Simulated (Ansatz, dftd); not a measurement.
Reaction: BSiH3F2 (difluoroboranylsilane, SMILES [SiH3]B(F)F) → BF2 (SMILES F[B]F, doublet) + SiH3 (SMILES [SiH3], doublet) (the B-Si bond breaks)
Each species at its own B3LYP-D3(BJ)/def2-TZVP minimum (Ansatz, a first-principles code).

Quantity: bond dissociation energy (electronic), in kJ/mol. UHF or UKS for unpaired electrons; spin-orbit terms are left out. CBS(X,Y): correlation extrapolated as X^-3, Hartree-Fock from the larger set. A bracket is a step between two methods taken in the basis named. The functionals are non-relativistic, so their misses hold any scalar relativity. 'core' is core correlation in cc-pwCVTZ (1s frozen past Ne), 'X2C' scalar relativity in cc-pVTZ-DK, both at CCSD(T).

Compared with CCSD(T)/CBS(cc-pV(T+d)Z,cc-pV(Q+d)Z) + [CCSDT(Q) - CCSD(T)]/cc-pV(D+d)Z + core + X2C (Ansatz).

Question: Rank these levels by how close they come to it, closest first: r2SCANh-D4/def2-TZVPD (Ansatz + dftd4); B3LYP-D3(BJ)/def2-TZVPD (Ansatz + dftd3); r2SCAN/def2-TZVPD (Ansatz).

Answer: B3LYP-D3(BJ)/def2-TZVPD (363.9 kJ/mol, difference -16.9), r2SCANh-D4/def2-TZVPD (348.9 kJ/mol, difference -31.9), r2SCAN/def2-TZVPD (347.5 kJ/mol, difference -33.3)
